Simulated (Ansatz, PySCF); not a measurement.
System: C3H7O, charge 0, multiplicity 2. It need not be the lowest isomer of its formula. 
Coordinates optimised at B3LYP-D3(BJ)/def2-TZVP (Ansatz, a program for electronic structure):
```xyz
11

O      0.0523    -0.6706     0.1071
C     -0.0603     0.6776    -0.0442
C      1.3727    -1.1799     0.0162
C     -1.4467     1.1966    -0.0072
H      0.7128     1.1611    -0.6368
H      1.3058    -2.2608     0.1190
H      1.8188    -0.9338    -0.9534
H      2.0015    -0.7731     0.8135
H     -2.0459     0.8526    -0.8637
H     -1.9639     0.8656     0.8972
H     -1.4418     2.2870    -0.0213
```
Charge 0, spin multiplicity 2.


Property: enthalpy of formation at 298 K (from the atomisation energy, B3LYP-D3(BJ)/def2-TZVP harmonic zero-point and thermal terms from PySCF, and the atoms' enthalpies of formation in the G2/97 table; no spin-orbit terms, and no core term in the frozen-core levels), in kJ/mol. Cores are frozen in the correlated levels unless marked. Open shells are spin-unrestricted. No spin-orbit coupling. Non-relativistic. The coupled-cluster limit lacks core correlation, which all-electron functionals hold. Basis-set limits of correlation are two-point, X^-3; Hartree-Fock from the larger set. The bracket is a focal-point correction in the basis named.

```json
[
 {"level": "HF/STO-3G", "program": "Ansatz", "enthalpy of formation at 298 K (kJ/mol)": "397.0"},
 {"level": "HF/cc-pVTZ", "program": "Ansatz", "enthalpy of formation at 298 K (kJ/mol)": "1049.9"},
 {"level": "PBE0/STO-3G", "program": "Ansatz", "enthalpy of formation at 298 K (kJ/mol)": "-782.6"},
 {"level": "BHLYP-D4/def2-TZVPD", "program": "Ansatz + dftd4", "enthalpy of formation at 298 K (kJ/mol)": "70.8"},
 {"level": "HSE06-D3(BJ)/def2-TZVPD", "program": "Ansatz + dftd3", "enthalpy of formation at 298 K (kJ/mol)": "-67.1"},
 {"level": "HSE06-D4/def2-TZVPD", "program": "Ansatz + dftd4", "enthalpy of formation at 298 K (kJ/mol)": "-68.9"},
 {"level": "LC-wPBE-D4/def2-TZVPD", "program": "Ansatz + dftd4", "enthalpy of formation at 298 K (kJ/mol)": "-59.8"},
 {"level": "B2PLYP-D3(BJ)/def2-TZVPD", "program": "Ansatz + dftd3", "enthalpy of formation at 298 K (kJ/mol)": "-2.6"},
 {"level": "CCSD/STO-3G", "program": "Ansatz", "enthalpy of formation at 298 K (kJ/mol)": "-63.1"},
 {"level": "RI-MP2/CBS(cc-pVTZ,cc-pVQZ)+[CCSD(T)-MP2]/cc-pVDZ", "program": "Ansatz", "enthalpy of formation at 298 K (kJ/mol)": "-42.5"}
]
```
